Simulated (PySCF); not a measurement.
## How methods differ on the ionisation energy of Al

Al [Ne] 3s2 3p1 [3p1/2^1, M_J = 1/2] → Al⁺ [Ne] 3s2, as a difference of total energies. Computed with PySCF 2.14 in x2c-TZVPall-2c, with the two-component X2C-1e Hamiltonian. Correlated levels: [Ne] frozen; the 6 highest virtual spinors dropped. "Screened" scales the spin-orbit matrix elements by Boettger's factors to mimic the two-electron term; Breit and QED terms are absent.

```
                    method  ionisation energy (eV)
           GHF (spin-free)                   5.627
          GMP2 (spin-free)                   5.796
 GHF (screened spin-orbit)                   5.636
GMP2 (screened spin-orbit)                   5.805
```

Task: How much does correlation contribute at GMP2 (screened spin-orbit)?

Result: 5.805 − (5.636) = 0.169 eV, measured against GHF (screened spin-orbit).

Errors of the correlated levels include the incompleteness of this basis and the frozen core.

For comparison: 5.986 eV (measured; NIST Atomic Spectra Database, ionization energies).
